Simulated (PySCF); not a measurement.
Simulated outer-valence photoelectron spectrum of `P([SiH3])[SiH3]`. Method used: EOM-IP-CCSD/aug-cc-pVDZ in PySCF, restricted Hartree–Fock reference, frozen core, non-relativistic, gas phase, PBE0-D3(BJ)/def2-SVP geometry.

Each root has a Gaussian of 0.8 eV full width with its one-hole share as area; cross sections and vibrations are left out, and the highest printed point is 100.

(ionisation energy (eV), intensity): (8.2, 0), (8.4, 1), (8.6, 3), (8.8, 9), (9.0, 21), (9.2, 35), (9.4, 40), (9.6, 34), (9.8, 22), (10.0, 16), (10.2, 22), (10.4, 34), (10.6, 41), (10.8, 35), (11.0, 24), (11.2, 20), (11.4, 28), (11.6, 44), (11.8, 61), (12.0, 77), (12.2, 92), (12.4, 100), (12.6, 98), (12.8, 89), (13.0, 79), (13.2, 67), (13.4, 50), (13.6, 30), (13.8, 14), (14.0, 5), (14.2, 1), (14.4, 0), (14.6, 0), (14.8, 0), (15.0, 0), (15.2, 0), (15.4, 0), (15.6, 0), (15.8, 0), (16.0, 2), (16.2, 8), (16.4, 18), (16.6, 30), (16.8, 36), (17.0, 30), (17.2, 18), (17.4, 7), (17.6, 2), (17.8, 0)

**Question.** Where are the maxima, and how many lines lie under the curve?

**Answer.** 4 maxima, at 9.4, 10.6, 12.5 and 16.8 eV, from 8 lines. At this width some lines have no maximum of their own.

**Question.** List the lines with their holes.

**Answer.** 
| E (eV) | leading hole (HF orbital) | area | Koopmans (eV) |
| --- | --- | --- | --- |
| 9.39 | HOMO | 0.95 | 9.85 |
| 10.60 | HOMO-1 | 0.95 | 11.18 |
| 11.75 | HOMO-2 | 0.94 | 12.53 |
| 12.28 | HOMO-3 | 0.94 | 13.11 |
| 12.46 | HOMO-4 | 0.94 | 13.27 |
| 12.86 | HOMO-5 | 0.93 | 13.72 |
| 13.29 | HOMO-6 | 0.93 | 14.20 |
| 16.79 | HOMO-7 | 0.84 | 18.63 |

The widest gap, 3.50 eV, lies between 13.29 and 16.79 eV. Only orbitals with −ε under 21 eV, eight at most, were ionised, so the high end of the curve may lack lines.
